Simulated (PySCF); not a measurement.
**Vertical excitation energies**

Species: 2-chloropentane, C5H11Cl.
Numbering: `[CH3:1][CH2:2][CH2:3][C@@H:4]([CH3:5])[Cl:6]` (hydrogens: H7, H8, H9 on C1; H10, H11 on C2; H12, H13 on C3; H14 on C4; H15, H16, H17 on C5)

Geometry (GFN2-xTB, Å), atoms numbered from 1 in this order:
```
atom  x, y, z in Å
C1     2.5132    0.0965   -0.2357
C2     1.2950   -0.1366    0.6488
C3    -0.0082    0.0563   -0.1247
C4    -1.2457   -0.0982    0.7494
C5    -2.5334    0.2096    0.0057
Cl6   -1.3350   -1.7859    1.3633
H7     3.4283   -0.0490    0.3333
H8     2.5167   -0.5965   -1.0741
H9     2.5118    1.1111   -0.6290
H10    1.3266   -1.1499    1.0524
H11    1.3200    0.5594    1.4909
H12   -0.0266    1.0611   -0.5554
H13   -0.0555   -0.6615   -0.9464
H14   -1.1597    0.5281    1.6420
H15   -2.5274    1.2472   -0.3222
H16   -3.3945    0.0537    0.6508
H17   -2.6324   -0.4335   -0.8658
```

Theory: TDDFT B3LYP/def2-SVPD, vertical, gas phase, core orbitals frozen in the response in PySCF.

```tsv
state	λ (nm)	E (eV)	f	main configurations (H = HOMO, L = LUMO)
S1	171.8	7.22	0.0017	H→L+1 (82%), H→L (14%)
S2	170.4	7.27	0.0019	H-1→L+1 (85%), H-1→L (11%)
S3	162.4	7.63	0.040	H→L (81%), H→L+1 (12%)
S4	160.9	7.71	0.033	H-1→L (82%), H-1→L+1 (8%)
S5	152.8	8.12	0.0032	H→L+2 (82%), H→L+3 (8%)
S6	151.6	8.18	0.0084	H-1→L+2 (65%), H→L+3 (21%)
S7	150.7	8.23	0.0005	H→L+3 (64%), H-1→L+2 (23%)
S8	149.7	8.28	0.025	H-1→L+3 (90%)
```

Triplets, Tamm–Dancoff:

```csv
state,E (eV),λ (nm),"main configurations (H = HOMO, L = LUMO)"
T1,6.61,187.7,"H→L+1 (76%), H→L (9%)"
T2,6.64,186.8,"H-1→L+1 (76%), H-1→L (10%)"
T3,7.54,164.4,H→L (80%)
```

The lowest singlet lies at 7.22 eV (172 nm, vacuum ultraviolet) and is very weak; its leading configuration is HOMO→LUMO+1 (82%). The most intense listed level is S3 at 7.63 eV (162 nm, f = 0.040), 0.42 eV above S1. Löwdin shares by element: HOMO chlorine 72%, carbon 16% or more; LUMO carbon 31% or more, chlorine 10% (atoms not listed hold the other 59%). Weighted by f, the mean energy of these states is 7.84 eV. Orbital energies (eV): HOMO-3 -9.27, HOMO-2 -9.22, HOMO-1 -8.07, HOMO -8.01, LUMO 0.44, LUMO+1 0.47, LUMO+2 0.83. The oscillator strengths of these states sum to 0.114; summed over the whole spectrum of an exact calculation they would give the number of electrons, 58 (Thomas–Reiche–Kuhn). No computed singlet lies in the visible range (380 to 750 nm); the lowest, at 172 nm, stands 3.95 eV above its violet end (3.26 eV). Only the lowest 8 singlets were computed, as vertical energies without vibronic structure.

Hardware: an Intel Xeon Platinum 8488C with one thread, no GPU, on a shared host. Cost: 39 s of wall time, 0.85 GiB resident at most.

One conformer stands for the species.
